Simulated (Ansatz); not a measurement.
Results of PBEsol (PAW; Ansatz, a program for electronic structure) for tetradymite Bi2Se3.

Run with plane-wave cutoff 520 eV, 10×10×10 k mesh, scalar-relativistic PAW data made under PBE.

Cell (measured lattice):

```
Bi2Se3
1.0
    2.07150     1.19598     9.54533
   -2.07150     1.19598     9.54533
    0.00000    -2.39196     9.54533
Bi Se
2 3
Direct
  0.59990   0.59990   0.59990
  0.40010   0.40010   0.40010
  0.00000   0.00000   0.00000
  0.78797   0.78797   0.78797
  0.21203   0.21203   0.21203
```

### Question
What does this level give for the elastic constant C11, Young modulus, elastic constant C12, elastic constant C13, elastic constant C33, elastic constant C44 and elastic constant C66?

### Answer

- elastic constant C11 = 81.4 GPa
- Young modulus = 49.9 GPa
- elastic constant C12 = 22.4 GPa
- elastic constant C13 = 17.5 GPa
- elastic constant C33 = 29.7 GPa
- elastic constant C44 = 20.3 GPa
- elastic constant C66 = 29.5 GPa

Note: the cell isn't this level's own, so it is under some stress, which shifts stiffness and frequencies.

Elastic constants are with the ions relaxed.

Spin–orbit coupling is not included; it can shift volumes and moduli of such heavy elements.

Computed values are for the static lattice.

Computing time: about 70 core-minutes (a rough figure).
